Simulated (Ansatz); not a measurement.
# MgPH2 (quartet): the correlation ladder, def2-QZVPP

One table from this session's results is given with a row withheld; the runs are named, their logs left out.

Program: Ansatz 0.2.0, Gaussian basis. Level of theory: def2-QZVPP, core rule «outside noble gas», up to 10 orbitals frozen. These are calculated values, not measurements.

The runs, in order: UHF; ROHF; CCSD(T) on UHF.

### The geometry

The geometry is a PBE0/def2-TZVP stationary point (not a proven minimum).

4 atoms, charge 0, spin multiplicity 4.

Atoms are counted from 1 here; the program's logs count them from 0.

Bond lengths: P1–Mg2 2.691 Å, P1–H3 1.421 Å, Mg2–H4 1.802 Å. Angles: Mg2–P1–H3 110.3°, P1–Mg2–H4 62.9°.

Set-up of the first run:

in.yaml reads:

```yaml
crystal:
  periodic: [false, false, false]
  atoms:
    - {symbol: P, position_ang: [0.000000, 0.077819, 1.164095]}
    - {symbol: Mg, position_ang: [0.000000, 0.017370, -1.525734]}
    - {symbol: H, position_ang: [0.000000, -1.243014, 1.686975]}
    - {symbol: H, position_ang: [0.000000, -1.567191, -0.668494]}
basis:
  gaussian: {orbitals: "def2-QZVPP.json"}
magnetization: {spin_polarized: true, initial_magnetization: 3}
hamiltonian: {xc: hf}
output: {orbitals: {seedname: orbitals}}
```

The run is started by

```bash
$ ansatz run in.yaml --threads 1 --pin off --events-out ev --progress --plain --max-ram 2393MiB
```

Steps of the session up to this table: UHF; ROHF; CCSD(T) on UHF.

One of the session's tables, all rows but one given; the rest of the session is left out.

It belongs to the step «Misses and costs». 

| method | from UCCSD(T) (meV) |
| --- | --- |
| ROHF | +5693.0 |
| UHF | ? |
| UMP2 | +1069.9 |
| UCCSD | +226.7 |
| UCCSD(T) | 0 |

Q: Estimate the row for UHF from the others.

As computed: from UCCSD(T) (meV): +5448.0. In the column «from UCCSD(T) (meV)» it lies between UMP2 (+1069.9) and ROHF (+5693.0).
